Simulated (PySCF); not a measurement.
## Core-level binding energies of `C=P(C)(C)C`

Compound: C4H11P.
Structure used (PBE0-D3(BJ)/def2-SVP), in Å, numbered top down from 1:
```
atom  x, y, z in Å
C1     0.657    1.385    1.140
P2     0.121    0.177    0.114
C3     1.181   -0.566   -1.216
C4    -1.328    0.731   -0.839
C5    -0.373   -1.299    1.057
H6     1.362    1.103    1.927
H7     0.756    2.392    0.726
H8     0.664   -1.348   -1.796
H9     2.080   -0.995   -0.748
H10    1.504    0.237   -1.895
H11   -1.045    1.624   -1.415
H12   -2.127    1.008   -0.139
H13   -1.677   -0.046   -1.534
H14   -0.698   -2.115    0.396
H15    0.492   -1.640    1.646
H16   -1.178   -1.023    1.751
```

The calculation used delta-SCF UKS SCAN, pcX-2 on the ionised atom, pcseg-1 elsewhere, spin-free X2C in PySCF 2.14.0. Binding energies are ΔSCF values: E(core-ionised, relaxed orbitals) − E(ground state) at a fixed geometry, referred to the vacuum level.

Problem. Give the core binding energies atom by atom.

Solution. 
```json
{"atom(s)": "P2", "bonded to": "C (double bond) and 3 C", "level": "P 2p3/2", "binding energy (eV)": "137.03", "2p1/2 (eV)": "137.92", "above the level's lowest (eV)": "0.00", "count": "1"}
{"atom(s)": "C1", "bonded to": "2 H and P (double bond)", "level": "C 1s", "binding energy (eV)": "287.97", "2p1/2 (eV)": "–", "above the level's lowest (eV)": "0.00", "count": "1"}
{"atom(s)": "C3", "bonded to": "3 H and P", "level": "C 1s", "binding energy (eV)": "290.19", "2p1/2 (eV)": "–", "above the level's lowest (eV)": "+2.22", "count": "1"}
{"atom(s)": "P2", "bonded to": "C (double bond) and 3 C", "level": "P 1s", "binding energy (eV)": "2150.87", "2p1/2 (eV)": "–", "above the level's lowest (eV)": "0.00", "count": "1"}
```

Lowest listed C 1s: C1, bonded to 2 H and P (double bond). Highest, 2.22 eV above it: C3, bonded to 3 H and P.

Problem. Which photon energy gives electrons from P 1s of P2 a kinetic energy of 50 eV, and what is their de Broglie wavelength?

Solution. hν = 2150.87 + 50 = 2200.87 eV, recoil neglected; λ = 12.264 Å/√(E/eV) = 1.73 Å.

Problem. What is the longest wavelength that can ionise P 1s of P2 vertically?

Solution. λ = hc/E = 12398.42 eV Å / 2150.87 eV = 5.764 Å.

The list is incomplete; no value stands for C 1s of C4, C5. The 2p values add to the ΔSCF energy of one spin-free hole a correction within the shell (spin–orbit coupling, ligand field). 2p1/2 minus 2p3/2 (ligand field included): P 0.89 eV. Isolated species at its PBE0-D3(BJ)/def2-SVP geometry, gas phase.
